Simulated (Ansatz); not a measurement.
Input for Ansatz (development build ahead of 0.2.0):

```yaml
crystal:
  periodic: [false, false, false]
  atoms:
    - { symbol: O, position_ang: [-0.01741, -0.04561, -0.04329] }
    - { symbol: H, position_ang: [0.75542, 0.2753, 0.42488] }
    - { symbol: O, position_ang: [2.92999, 0.04463, 0.00723] }
    - { symbol: H, position_ang: [3.74158, 0.49687, -0.22408] }
    - { symbol: H, position_ang: [3.25327, -0.75667, 0.37155] }
basis:
  gaussian: { orbitals: def2-SVP }
magnetization:
  spin_polarized: true
  initial_magnetization: 1
hamiltonian:
  xc: hf
output:
  forces: true
```

The input is written out in the form of the current development build from the run's settings.

The run gave:

```yaml
Converged: yes
Total_energy: -151.29361 hartree
Spin_squared_of_the_determinant: 0.755
Stability_test: minimum
```

Forces (eV/Å):
```csv
atom,Fx,Fy,Fz
O1,0.001,0.053,0.157
H2,0.038,-0.060,-0.234
O3,0.789,0.655,-0.197
H4,-0.730,-0.017,0.028
H5,-0.099,-0.630,0.247
```
